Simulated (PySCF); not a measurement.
Cartesian coordinates (Å):
```xyz
5

C      0.7808    -0.3604     0.0628
C     -0.4727    -0.0115     0.0368
H      1.7449     0.0784    -0.1475
H     -1.2694    -0.6971     0.3158
H     -0.7836     0.9906    -0.2678
```
Charge 0, spin multiplicity 2.

Question: Give the highest occupied spin orbital, dipole moment and total energy at the level PBE0-D3(BJ)/def2-TZVP (PySCF).

Answer: 
- highest occupied spin orbital: -6.93 eV
- dipole moment: 0.70 D
- total energy: -77.8312 Ha
